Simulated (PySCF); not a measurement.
C₄H₆N₂.
Bonds: C1–N2, N2–C3 (aromatic), C3–C4 (aromatic), C4–N5 (aromatic), N5–C6 (aromatic), N2–C6 (aromatic). Hydrogens: H7, H8, H9 on C1; H10 on C3; H11 on C4; H12 on C6.

The closed-shell ground state was solved at several levels (PySCF, density fitting, gas phase, non-relativistic). Isolated species at its PBE0-D3(BJ)/def2-SVP geometry, gas phase.

```json
{"level": "PBE0/def2-TZVP", "basis functions": "222", "total energy (Eh)": "-265.3155", "HOMO (eV)": "-6.55", "LUMO (eV)": "0.56", "gap (eV)": "7.11", "dipole (D)": "4.06"}
{"level": "PBE0/6-31G*", "basis functions": "96", "total energy (Eh)": "-265.2146", "HOMO (eV)": "-6.28", "LUMO (eV)": "1.09", "gap (eV)": "7.37", "dipole (D)": "4.03"}
{"level": "PBE0/6-311+G(2d,p)", "basis functions": "198", "total energy (Eh)": "-265.2925", "HOMO (eV)": "-6.57", "LUMO (eV)": "0.11", "gap (eV)": "6.68", "dipole (D)": "4.14"}
{"level": "PBE0/6-31G", "basis functions": "66", "total energy (Eh)": "-265.1284", "HOMO (eV)": "-6.49", "LUMO (eV)": "0.97", "gap (eV)": "7.46", "dipole (D)": "4.41"}
{"level": "PBE0/STO-3G", "basis functions": "36", "total energy (Eh)": "-261.9165", "HOMO (eV)": "-4.73", "LUMO (eV)": "3.68", "gap (eV)": "8.41", "dipole (D)": "3.92"}
```

Question: Estimate the row for PBE0/def2-SVP, a basis of 114 functions; the other rows only guide the guess.

Answer: Total energy -265.0300 Eh, HOMO -6.50 eV, LUMO 0.78 eV, gap 7.28 eV, dipole 4.09 D.

Question: Over all these levels, which gives the widest orbital gap and which the narrowest?

Answer: PBE0/STO-3G has the widest, 8.41 eV, and PBE0/6-311+G(2d,p) the narrowest, 6.68 eV. From the narrowest to the widest the HOMO moves by +1.84 eV and the LUMO by +3.57 eV.

Question: How much does the basis alone move the frontier levels among the 6 PBE0 rows (the withheld one included)?

Answer: The HOMO by 1.84 eV and the LUMO by 3.57 eV. By rising basis size (HOMO, LUMO in eV): STO-3G -4.73, 3.68; 6-31G -6.49, 0.97; 6-31G* -6.28, 1.09; def2-SVP -6.50, 0.78; 6-311+G(2d,p) -6.57, 0.11; def2-TZVP -6.55, 0.56.

Question: How far do the dipole and the HOMO energy spread over the levels?

Answer: The dipole runs from 3.92 to 4.41 D (mean 4.11 D) and the HOMO from -6.57 to -4.73 eV.
